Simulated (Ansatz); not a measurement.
```yaml
crystal:
  periodic: [false, false, false]
  atoms:
    - {symbol: C, position_ang: [-1.888060, 1.636458, 0.986257]}
    - {symbol: C, position_ang: [0.261281, 0.853304, 0.706114]}
    - {symbol: C, position_ang: [0.841983, -1.521012, -0.162574]}
    - {symbol: O, position_ang: [2.253020, -1.451060, -2.177224]}
    - {symbol: H, position_ang: [-3.383550, 0.547014, 0.608192]}
    - {symbol: H, position_ang: [-2.238049, 3.378013, 1.615301]}
    - {symbol: H, position_ang: [1.738958, 1.973394, 1.080243]}
    - {symbol: H, position_ang: [-0.762295, -2.512448, -0.465483]}
    - {symbol: H, position_ang: [1.862465, -2.466781, 1.134162]}
    - {symbol: H, position_ang: [1.458719, -0.526071, -3.319948]}
basis:
  gaussian: {orbitals: def2-TZVPP}
hamiltonian: {xc: {name: PBE0}}
correlation: {method: rpa, electrons: outside_noble_gas}
scf: {lower_state_search: off}
```

```sh
$ ansatz run in.yaml --threads 4 --pin off --events-out ev --progress --plain --max-ram 10444MiB
```

It prints (some lines left out):

```
Functional definition: PBE0
1218 factors; integrals over basis functions are off by at most 8.2e-4 eV
mean field evaluation 1: about -5200.0275 eV, gradient 7.5e1 eV
mean field evaluation 2: about -5200.0189 eV, gradient 7.5e1 eV
mean field evaluation 4: about -5098.6168 eV, gradient 1.5e2 eV
mean field evaluation 8: about -5215.9708 eV, gradient 1.0e0 eV
mean field evaluation 16: about -5215.9967 eV, gradient 2.0e-6 eV
mean field -5215.99672495 eV, -191.6843441122 hartree, gradient 2.0e-6 eV, S^2 0.000000; 0 other end points of the search recorded, 0 dependent functions left out
4 core orbitals not correlated: weight in the atoms' cores, before any rotation towards them, 1.000 or more for the frozen orbitals, at most 0.000 for the correlated occupied ones
reference -5183.33994666 eV, -190.4842296456 hartree; 12, 12 occupied and 192, 192 virtual orbitals, 1218 factors
Total energy: -5220.84584660 eV, -191.8625460460 hartree
Checks for a lower state left out: stability, starts, cluster_reference, orbital_swaps, neighbouring_geometries, increment
```

In this input the coordinates are in bohr but typed as ångström. Self-consistency was reached. The result belongs to that input, not to the molecule as meant.
